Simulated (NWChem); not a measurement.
System: acetone (C₃H₆O); SMILES CC(C)=O

The following NWChem deck was run.

```
start job
memory heap 200 mb stack 900 mb global 1100 mb
geometry units angstroms noautoz
  C     -1.284550    -0.000719    -0.615008
  C      0.000000     0.000000     0.180731
  C      1.284550     0.000719    -0.615008
  O      0.000000     0.000000     1.387736
  H     -1.329902    -0.883864    -1.272262
  H     -1.333812     0.885068    -1.268338
  H     -2.142753    -0.004571     0.068435
  H      2.142753     0.004571     0.068435
  H      1.333812    -0.885068    -1.268338
  H      1.329902     0.883864    -1.272262
end
basis spherical
  * library def2-svp
end
basis "cd basis" spherical
  * library "Weigend Coulomb Fitting"
end
dft
  xc r2scan
  iterations 150
end
task dft gradient
```

Parts of the log:

```
             Northwest Computational Chemistry Package (NWChem) 7.3.0
             --------------------------------------------------------

 C2  symmetry detected

                             Geometry "geometry" -> ""
                             -------------------------

 Output coordinates in angstroms (scale by  1.889725989 to convert to a.u.)

  No.       Tag          Charge          X              Y              Z
 ---- ---------------- ---------- -------------- -------------- --------------
    1 C                    6.0000    -1.28455020     0.00005157    -0.61069075
    2 C                    6.0000     0.00000000     0.00000000     0.18504825
    3 C                    6.0000     1.28455020    -0.00005157    -0.61069075
    4 O                    8.0000     0.00000000     0.00000000     1.39205325
    5 H                    1.0000    -1.33043197    -0.88306606    -1.26794475
    6 H                    1.0000    -1.33328083     0.88586796    -1.26402075
    7 H                    1.0000    -2.14275536    -0.00328561     0.07275225
    8 H                    1.0000     2.14275536     0.00328561     0.07275225
    9 H                    1.0000     1.33328083    -0.88586796    -1.26402075
   10 H                    1.0000     1.33043197     0.88306606    -1.26794475

 Effective nuclear repulsion energy (a.u.)     119.4781053125

      Symmetry information
      --------------------

 Group name             C2
 Group number              4
 Group order               2
 No. of unique centers     6

 Summary of "cd basis" -> "" (spherical)
 ------------------------------------------------------------------------------
       Tag                 Description            Shells   Functions and Types
 ---------------- ------------------------------  ------  ---------------------
 *                  Weigend Coulomb Fitting           on all atoms

                                 NWChem DFT Module
                                 -----------------

 Summary of "ao basis" -> "ao basis" (spherical)
 ------------------------------------------------------------------------------
       Tag                 Description            Shells   Functions and Types
 ---------------- ------------------------------  ------  ---------------------
 C                          def2-svp                 6       14   3s2p1d
 O                          def2-svp                 6       14   3s2p1d
 H                          def2-svp                 3        5   2s1p

 Summary of "cd basis" -> "cd basis" (spherical)
 ------------------------------------------------------------------------------
       Tag                 Description            Shells   Functions and Types
 ---------------- ------------------------------  ------  ---------------------
 C                  Weigend Coulomb Fitting         15       49   6s4p3d1f1g
 O                  Weigend Coulomb Fitting         15       49   6s4p3d1f1g
 H                  Weigend Coulomb Fitting          5       11   3s1p1d

      Symmetry analysis of basis
      --------------------------

        a          45
        b          41

            General Information
            -------------------
          SCF calculation type: DFT
          Wavefunction type:  closed shell.
          No. of atoms     :    10
          No. of electrons :    32
           Alpha electrons :    16
            Beta electrons :    16
          Charge           :     0
          Spin multiplicity:     1
          Use of symmetry is: on ; symmetry adaption is: on
          Maximum number of iterations: 150
          AO basis - number of functions:    86
                     number of shells:    42
          A Charge density fitting basis will be used.
          CD basis - number of functions:   262
                     number of shells:    90
          Convergence on energy requested:  1.00D-06
          Convergence on density requested:  1.00D-05
          Convergence on gradient requested:  5.00D-04

              XC Information
              --------------
                      r^2SCAN Method XC Functional
               r^2SCAN metaGGA Exchange Functional  1.000
                     r^2SCAN Correlation Potential  1.000

             Grid Information
             ----------------
          Grid used for XC integration:  medium
          Radial quadrature: Mura-Knowles
          Angular quadrature: Lebedev.
          Tag              B.-S. Rad. Rad. Pts. Rad. Cut. Ang. Pts.
          ---              ---------- --------- --------- ---------
          C                   0.70       49          10.0       434
          O                   0.60       49           9.0       434
          H                   0.35       45          11.0       434
          Grid pruning is: on
          Number of quadrature shells:   282
          Spatial weights used:  Erf1

      Superposition of Atomic Density Guess
      -------------------------------------

 Sum of atomic energies:        -190.56125950

      Non-variational initial energy
      ------------------------------

 Total energy =    -192.873026
 1-e energy   =    -493.559692
 2-e energy   =     181.208560
 HOMO         =      -0.334349
 LUMO         =      -0.009059

      Symmetry analysis of molecular orbitals - initial
      -------------------------------------------------

  Numbering of irreducible representations:

     1 a           2 b

  Orbital symmetries:

     1 a           2 a           3 b           4 a           5 a
     6 a           7 b           8 a           9 b          10 b
    11 a          12 a          13 a          14 b          15 b
    16 b          17 b          18 a          19 b          20 a
    21 b          22 b          23 a          24 a          25 a
    26 b

      3 Center 2 Electron Integral Information
      ----------------------------------------
          Maximum number of 3-center 2e- integrals is:         1937752.
            This is reduced with Schwarz screening to:         1185550.
            Incore requires a per proc buffer size of:         1078131.
          Minimum dble words available (all nodes) is:       144166308
                   This is reduced (for later use) to:       143867482
                      proc 0 Suggested buffer size is:         1078131
                         Max Suggested buffer size is:         1078131
                              no. integral batches is:            1000

           1.078 MW buffer allocated for incore 3-center
          2e- integral storage on stack.

   convergence    iter        energy       DeltaE   RMS-Dens  Diis-err
 ---------------- ----- ----------------- --------- --------- ---------
 d= 0,ls=0.0,diis     1   -192.7914196476 -3.12D+02  3.52D-02  8.33D-01
 d= 0,ls=0.0,diis     2   -192.3245486612  4.67D-01  2.76D-02  5.29D+00
 d= 0,ls=0.0,diis     3   -192.8929919377 -5.68D-01  1.58D-03  2.11D-02
 d= 0,ls=0.0,diis     4   -192.8941990817 -1.21D-03  8.73D-04  7.57D-03
 d= 0,ls=0.0,diis     5   -192.8950700373 -8.71D-04  2.39D-04  2.44D-04
  Resetting Diis
 d= 0,ls=0.0,diis     6   -192.8951056064 -3.56D-05  1.86D-05  1.03D-06
 d= 0,ls=0.0,diis     7   -192.8951057287 -1.22D-07  7.72D-06  1.34D-07

         Total DFT energy =     -192.895105728665
      One electron energy =     -497.271840598623
           Coulomb energy =      211.834500621270
    Exchange-Corr. energy =      -26.935871063796
 Nuclear repulsion energy =      119.478105312484

 Numeric. integr. density =       32.000016355636

                  Occupations of the irreducible representations
                  ----------------------------------------------

                     irrep           alpha         beta
                     --------     --------     --------
                     a                 9.0          9.0
                     b                 7.0          7.0

                       DFT Final Molecular Orbital Analysis
                       ------------------------------------

 Vector   14  Occ=2.000000D+00  E=-3.470390D-01  Symmetry=b
              MO Center=  3.2D-15, -9.3D-16, -2.7D-01, r^2= 3.6D+00
   Bfn.  Coefficient  Atom+Function         Bfn.  Coefficient  Atom+Function
  ----- ------------  ---------------      ----- ------------  ---------------
     4      0.284736   1 C  px               32      0.284736   3 C  px
    67     -0.283569   7 H  s                72      0.283569   8 H  s
    18     -0.217285   2 C  px                6     -0.145471   1 C  pz
    34      0.145471   3 C  pz                7      0.137852   1 C  px
    35      0.137852   3 C  px               46     -0.126430   4 O  px

 Vector   15  Occ=2.000000D+00  E=-3.234959D-01  Symmetry=b
              MO Center= -2.4D-15,  1.8D-16,  5.3D-01, r^2= 2.4D+00
   Bfn.  Coefficient  Atom+Function         Bfn.  Coefficient  Atom+Function
  ----- ------------  ---------------      ----- ------------  ---------------
    47      0.477592   4 O  py               50      0.318437   4 O  py
    19      0.258001   2 C  py               22      0.164166   2 C  py
     5     -0.153366   1 C  py               33     -0.153366   3 C  py
    57      0.138478   5 H  s                62     -0.138838   6 H  s
    77      0.138838   9 H  s                82     -0.138478  10 H  s

 Vector   16  Occ=2.000000D+00  E=-2.121020D-01  Symmetry=b
              MO Center=  1.1D-16, -3.1D-16,  8.4D-01, r^2= 1.8D+00
   Bfn.  Coefficient  Atom+Function         Bfn.  Coefficient  Atom+Function
  ----- ------------  ---------------      ----- ------------  ---------------
    46      0.575494   4 O  px               49      0.410974   4 O  px
     3      0.299169   1 C  s                31     -0.299169   3 C  s
     4      0.172402   1 C  px               32      0.172402   3 C  px
     6      0.149332   1 C  pz               34     -0.149332   3 C  pz
     7      0.137032   1 C  px               35      0.137032   3 C  px

 Vector   17  Occ=0.000000D+00  E=-4.167908D-02  Symmetry=b
              MO Center=  1.4D-15,  1.1D-15,  2.8D-01, r^2= 2.2D+00
   Bfn.  Coefficient  Atom+Function         Bfn.  Coefficient  Atom+Function
  ----- ------------  ---------------      ----- ------------  ---------------
    19      0.533514   2 C  py               22      0.511470   2 C  py
    50     -0.425618   4 O  py               47     -0.419343   4 O  py
    58      0.221920   5 H  s                63     -0.222711   6 H  s
    78      0.222711   9 H  s                83     -0.221920  10 H  s
    57      0.136928   5 H  s                62     -0.137295   6 H  s

 Vector   18  Occ=0.000000D+00  E= 5.919969D-02  Symmetry=a
              MO Center=  1.2D-13,  2.7D-14, -1.2D+00, r^2= 5.7D+00
   Bfn.  Coefficient  Atom+Function         Bfn.  Coefficient  Atom+Function
  ----- ------------  ---------------      ----- ------------  ---------------
     3      1.563145   1 C  s                31      1.563145   3 C  s
    58     -0.856671   5 H  s                63     -0.856271   6 H  s
    78     -0.856271   9 H  s                83     -0.856671  10 H  s
    17     -0.507432   2 C  s                68     -0.435688   7 H  s
    73     -0.435688   8 H  s                 9     -0.293187   1 C  pz

 Vector   19  Occ=0.000000D+00  E= 1.150105D-01  Symmetry=a
              MO Center=  1.3D-15, -3.5D-17,  8.6D-03, r^2= 6.8D+00
   Bfn.  Coefficient  Atom+Function         Bfn.  Coefficient  Atom+Function
  ----- ------------  ---------------      ----- ------------  ---------------
    68      1.311383   7 H  s                73      1.311383   8 H  s
     9     -0.573737   1 C  pz               37     -0.573737   3 C  pz
     7      0.499382   1 C  px               35     -0.499382   3 C  px
    17     -0.387307   2 C  s                 3     -0.336814   1 C  s
    31     -0.336814   3 C  s                63     -0.312935   6 H  s

     Multipole analysis of the density
     ---------------------------------

     L   x y z        total         alpha         beta         nuclear
     -   - - -        -----         -----         ----         -------
     0   0 0 0      0.000000    -16.000000    -16.000000     32.000000

     1   1 0 0      0.000000      0.000000      0.000000      0.000000
     1   0 1 0     -0.000000     -0.000000     -0.000000      0.000000
     1   0 0 1     -1.120381     -0.560191     -0.560191     -0.000000

     2   2 0 0    -17.610464    -73.225457    -73.225457    128.840449
     2   1 1 0     -0.000642     -0.001719     -0.001719      0.002795
     2   1 0 1      0.000000      0.000000      0.000000      0.000000
     2   0 2 0    -17.832623    -14.503522    -14.503522     11.174421
     2   0 1 1     -0.000000     -0.000000     -0.000000      0.000000
     2   0 0 2    -20.988087    -57.997634    -57.997634     95.007180

            General Information
            -------------------
          SCF calculation type: DFT
          Wavefunction type:  closed shell.
          No. of atoms     :    10
          No. of electrons :    32
           Alpha electrons :    16
            Beta electrons :    16
          Charge           :     0
          Spin multiplicity:     1
          Use of symmetry is: on ; symmetry adaption is: on
          Maximum number of iterations: 150
          AO basis - number of functions:    86
                     number of shells:    42
          A Charge density fitting basis will be used.
          CD basis - number of functions:   262
                     number of shells:    90
          Convergence on energy requested:  1.00D-06
          Convergence on density requested:  1.00D-05
          Convergence on gradient requested:  5.00D-04

              XC Information
              --------------
                      r^2SCAN Method XC Functional
               r^2SCAN metaGGA Exchange Functional  1.000
                     r^2SCAN Correlation Potential  1.000

             Grid Information
             ----------------
          Grid used for XC integration:  medium
          Radial quadrature: Mura-Knowles
          Angular quadrature: Lebedev.
          Tag              B.-S. Rad. Rad. Pts. Rad. Cut. Ang. Pts.
          ---              ---------- --------- --------- ---------
          C                   0.70       49          10.0       434
          O                   0.60       49           9.0       434
          H                   0.35       45          11.0       434
          Grid pruning is: on
          Number of quadrature shells:   282
          Spatial weights used:  Erf1

          Convergence Information
          -----------------------
          Convergence aids based upon iterative change in
          total energy or number of iterations.
          Levelshifting, if invoked, occurs when the
          HOMO/LUMO gap drops below (HL_TOL):  1.00D-02
          DIIS, if invoked, will attempt to extrapolate
          using up to (NFOCK): 10 stored Fock matrices.

[...]

                         DFT ENERGY GRADIENTS

    atom               coordinates                        gradient
                 x          y          z           x          y          z
   1 C      -2.427448   0.000097  -1.154038    0.001461   0.000132   0.000682
   2 C       0.000000   0.000000   0.349690    0.000000   0.000000   0.006056
   3 C       2.427448  -0.000097  -1.154038   -0.001461  -0.000132   0.000682
   4 O       0.000000   0.000000   2.630599    0.000000   0.000000  -0.009552
   5 H      -2.514152  -1.668753  -2.396068   -0.000001   0.000224   0.000609
   6 H      -2.519535   1.674048  -2.388653    0.000003  -0.000267   0.000576
   7 H      -4.049220  -0.006209   0.137482    0.000393  -0.000053  -0.000118
   8 H       4.049220   0.006209   0.137482   -0.000393   0.000053  -0.000118
   9 H       2.519535  -1.674048  -2.388653   -0.000003   0.000267   0.000576
  10 H       2.514152   1.668753  -2.396068    0.000001  -0.000224   0.000609
```

Level: r2SCAN/def2-SVP, Coulomb fitting. The geometry was optimised at PBE0/def2-SVP.
